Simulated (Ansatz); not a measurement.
```yaml
crystal:
  periodic: [false, false, false]
  atoms:
    - {symbol: N, position_ang: [-1.292606, -0.505727, -0.004656]}
    - {symbol: S, position_ang: [-0.003537, 0.467945, 0.003902]}
    - {symbol: O, position_ang: [1.138703, -0.495088, -0.003744]}
basis:
  gaussian: {orbitals: def2-TZVP}
magnetization: {spin_polarized: true, initial_magnetization: 3}
hamiltonian: {xc: pbe0}
relax: {f_tol: 0.004, max_steps: 80}
```

```sh
$ ansatz run in.yaml --threads 1 --pin off --events-out ev --progress --plain --max-ram 2176MiB
```

Steps of the relaxation (energy above the last step; positions in Å, forces in eV/Å):

```
3
step 1, 196.4 meV
N    -1.293   -0.506   -0.005   -2.298   -2.021   -0.018
S    -0.004    0.468    0.004    1.526    2.993    0.025
O     1.139   -0.495   -0.004    0.772   -0.973   -0.008
```

```
3
step 2, 90.1 meV
N    -1.307   -0.518   -0.005   -1.431   -1.305   -0.011
S     0.006    0.485    0.004    1.168    1.778    0.015
O     1.143   -0.500   -0.004    0.263   -0.473   -0.004
```

```
3
step 3, 5.8 meV
N    -1.328   -0.543   -0.005   -0.259   -0.222   -0.002
S     0.029    0.518    0.004    0.484    0.037    0.000
O     1.141   -0.509   -0.004   -0.225    0.184    0.001
```

```
3
step 6, 0.0 meV
N    -1.343   -0.548   -0.005    0.000    0.000    0.000
S     0.042    0.519    0.004    0.000    0.000    0.000
O     1.144   -0.503   -0.004    0.000    0.000    0.000
```

Close pairs at the end: S2–O3 1.503 Å, N1–S2 1.748 Å.

A stationary point of unrestricted PBE0 after 6 steps, with ⟨S²⟩ = 3.766 against 3.75 for a pure state; no frequencies were run, so it isn't proven a minimum. 28 s on 1 thread of Arm Neoverse V2, shared host.
